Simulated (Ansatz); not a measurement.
# Strength of the Al–H bond: AlH(SH)2 → Al(SH)2 + H

Species: AlH(SH)2, singlet; Al(SH)2, doublet; H atom, doublet. 

Shapes, held fixed at every level: PBE0-D4/def2-TZVP. Flexible molecules stand in one conformer, not always the lowest. Programs: Ansatz 0.2.0. The zero-point and thermal change to 298 K, harmonic and unscaled (PBE0-D4/def2-TZVP), is -13.8 kJ/mol.

(1) Estimate ΔH(298 K) of this reaction.

Answers

(1) The highest level, CCSD(T)/CBS estimate, gives ΔH(298 K) = +355.3 kJ/mol; the levels span +335.4 to +360.0. The column of differences is taken from that level and isn't an error. No measured value is set beside it here. Open shells run unrestricted unless RO is named. The CBS estimate extrapolates MP2 from def2-TZVPP and def2-QZVPP and adds CCSD(T) − MP2 in the triple-zeta set, cores frozen. Times are processor times on shared x86 and Arm servers, and rough.

| level | kind | ΔH(298 K) (kJ/mol) | less CCSD(T)/CBS estimate | CPU time (sum over the molecules) |
| --- | --- | --- | --- | --- |
| SPW92/def2-TZVPP | LDA | +360.0 | +4.7 | 7.7 s |
| BHLYP-D4/def2-TZVPP | global hybrid | +347.6 | -7.7 | 16 s |
| r2SCAN0-D4/def2-TZVPP | global hybrid | +335.4 | -19.9 | 28 s |
| wB97M-V/def2-TZVPP | range-separated hybrid | +357.3 | +2.0 | 45 s |
| MP2/def2-TZVPP | perturbation theory | +335.5 | -19.8 | – |
| CCSD(T)/def2-SVP | coupled cluster or CI | +339.0 | -16.3 | 9.3 s |
| CCSD(T)/CBS estimate | coupled cluster or CI | +355.3 | 0.0 | 96 s |
